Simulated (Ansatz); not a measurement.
One geometry of (H3Si)2CH2 (CH8Si2), several levels of theory.

```yaml
crystal:
  periodic: [false, false, false]
  atoms:
    - {symbol: Si, position_ang: [-0.931177, -1.260672, 0.373342]}
    - {symbol: H, position_ang: [-1.587389, -1.773117, 1.627937]}
    - {symbol: H, position_ang: [0.001455, -2.323176, -0.144777]}
    - {symbol: H, position_ang: [-1.999308, -1.021992, -0.660582]}
    - {symbol: C, position_ang: [0.022907, 0.340903, 0.703978]}
    - {symbol: Si, position_ang: [0.917192, 1.050967, -0.806224]}
    - {symbol: H, position_ang: [1.939256, 0.067744, -1.311701]}
    - {symbol: H, position_ang: [-0.067583, 1.322276, -1.912479]}
    - {symbol: H, position_ang: [1.620349, 2.338668, -0.467674]}
    - {symbol: H, position_ang: [0.769976, 0.154275, 1.505640]}
    - {symbol: H, position_ang: [-0.685678, 1.104134, 1.092550]}
basis:
  gaussian: {orbitals: def2-TZVP, initial_orbitals: start.molden}
hamiltonian: {xc: {name: wB97M-V}}
scf: {omitted_lower_state_checks: [starts]}
output: {orbitals: {seedname: orbitals}}
```

The file start.molden holds the orbitals of an earlier run on this structure, at another level or in another basis.

```sh
$ ansatz run in.yaml --threads 4 --pin off --events-out ev --progress --plain --max-ram 3916MiB
```

It prints (some lines left out):

```
Functional definition: wB97M-V
1036 factors; their error is unknown
311 factors; integrals over basis functions are off by at most 1.4e-5 eV
mean field evaluation 1: about -16920.9940 eV, gradient 1.0e1 eV
mean field evaluation 2: about -16921.0853 eV, gradient 9.9e-2 eV
mean field evaluation 4: about -16921.1288 eV, gradient 9.1e-5 eV
mean field -16921.12878081 eV, -621.8400131417 hartree, gradient 1.1e-5 eV, S^2 0.000000; 0 other end points of the search recorded, 0 dependent functions left out
reference -16921.12883933 eV, -621.8400152924 hartree; 21, 21 occupied and 132, 132 virtual orbitals, 1036 factors
Total energy: -16921.12883933 eV, -621.8400152924 hartree
Checks for a lower state left out: starts
```

It took 3.4 s on 4 threads of AMD EPYC 7B13 on a shared host.

As the first input, with `hamiltonian: {xc: {name: PBE-QIDH}}` and without the key `output` (abridged; 2.1 s):

```
Functional definition: PBE-QIDH
mean field -16906.07329533 eV, -621.2867342554 hartree, gradient 1.1e-6 eV, S^2 0.000000
11 core orbitals not correlated: weight in the atoms' cores, before any rotation towards them, 1.000 or more for the frozen orbitals, at most 0.000 for the correlated occupied ones
second order -12.92446293 eV of doubles, -0.00000000 eV of singles
Total energy: -16910.38146429 eV, -621.4450565446 hartree
Checks for a lower state left out: starts
```

The first input with `gaussian: {orbitals: def2-TZVPP, initial_orbitals: start.molden}`, `correlation: {method: ccsd_t}` and without the key `hamiltonian` (abridged; 28 s):

```
Functional definition: HF
mean field -16882.69847092 eV, -620.4277253022 hartree, gradient 3.3e-6 eV, S^2 0.000000
11 core orbitals not correlated: weight in the atoms' cores, before any rotation towards them, 1.000 or more for the frozen orbitals, at most 0.000 for the correlated occupied ones
second order -12.01751555 eV of doubles, -0.00000000 eV of singles
cycle   1  -13.09959996 eV  change    -1.1e0 eV  update   8.3e-2
cycle   2  -13.55314649 eV  change   -4.5e-1 eV  update   2.6e-2
cycle   3  -13.58945474 eV  change   -3.6e-2 eV  update   7.9e-3
cycle   4  -13.58582621 eV  change    3.6e-3 eV  update   2.5e-3
cycle   5  -13.58521720 eV  change    6.1e-4 eV  update   6.8e-4
cycle   6  -13.58505652 eV  change    1.6e-4 eV  update   2.1e-4
cycle   7  -13.58506391 eV  change   -7.4e-6 eV  update   5.6e-5
cycle   8  -13.58508043 eV  change   -1.7e-5 eV  update   1.8e-5
perturbative correction -0.46539175 eV, -0.0171028314 hartree
Total energy: -16896.74894310 eV, -620.9440706310 hartree
Checks for a lower state left out: starts
```

First input, but with `hamiltonian: {xc: pbe, dispersion: d4}`, `output: {forces: true, orbitals: {seedname: orbitals}}` (abridged; 1.2 s):

```
Functional definition: PBE
mean field -16913.32274450 eV, -621.5531465984 hartree, gradient 1.1e-5 eV, S^2 0.000000
Total energy: -16913.53733387 eV, -621.5610326123 hartree
Atom 0 force     0.018192     0.011540    -0.040445 eV/Å
Atom 1 force     0.066691     0.055579    -0.120358 eV/Å
Atom 2 force    -0.097515     0.110448     0.057836 eV/Å
Atom 3 force     0.111002    -0.025337     0.111040 eV/Å
Atom 4 force     0.005472     0.077470     0.160411 eV/Å
Atom 5 force    -0.020319    -0.038241    -0.015095 eV/Å
Atom 6 force    -0.106277     0.104949     0.054450 eV/Å
Atom 7 force     0.103474    -0.024706     0.117322 eV/Å
Atom 8 force    -0.070738    -0.127565    -0.027253 eV/Å
Atom 9 force    -0.194609     0.051230    -0.202462 eV/Å
Atom 10 force     0.184628    -0.195368    -0.095447 eV/Å
Dipole moment:     0.005451     0.081148     0.167538 e Å
Checks for a lower state left out: starts
```

As the first input, with `gaussian: {orbitals: def2-SVP, initial_orbitals: start.molden}`, `hamiltonian: {xc: pbe0, dispersion: d4}` (abridged; 0.6 s):

```
Functional definition: PBE0
mean field -16908.63378270 eV, -621.3808304308 hartree, gradient 6.1e-5 eV, S^2 0.000000
Total energy: -16908.81522592 eV, -621.3874983460 hartree
Checks for a lower state left out: starts
```

As the first input, with `gaussian: {orbitals: def2-TZVPD, initial_orbitals: start.molden}`, `hamiltonian: {xc: pbe0, dispersion: d4}` (abridged; 1.8 s):

```
Functional definition: PBE0
mean field -16915.34639469 eV, -621.6275143713 hartree, gradient 1.3e-5 eV, S^2 0.000000
Total energy: -16915.52784684 eV, -621.6341826149 hartree
Checks for a lower state left out: starts
```

Geometry: PBE-D4/def2-SVP.

Correlated methods freeze 11 core orbitals.
